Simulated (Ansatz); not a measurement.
System: rock-salt CdO. Method: RPBE (Ansatz, an electronic-structure program, PAW).

Total energies, extrapolated to zero smearing (they compare only within this program, potentials and cutoff; free atoms with spin allowed, lowest state found):

```csv
system,energy (eV/atom)
"rock-salt CdO, relaxed",-4415.7082
free Cd atom,-8262.3348
free O atom,-564.0530
```

Problem. Work out the cohesive energy per atom.

Solution. E_coh = [1 × (-8262.3348) + 1 × (-564.0530)]/2 − (-4415.7082) = 2.51 eV/atom. The reference value is 3.23 ± 0.03 eV/atom (worked out here from tabulated enthalpies at 298 K, copied from a table, unchecked, brought to a static lattice with a Debye model, atoms in their spin–orbit ground levels; inputs from the CRC Handbook), a difference of -0.72 eV/atom.

The PAW data were made under PBE.
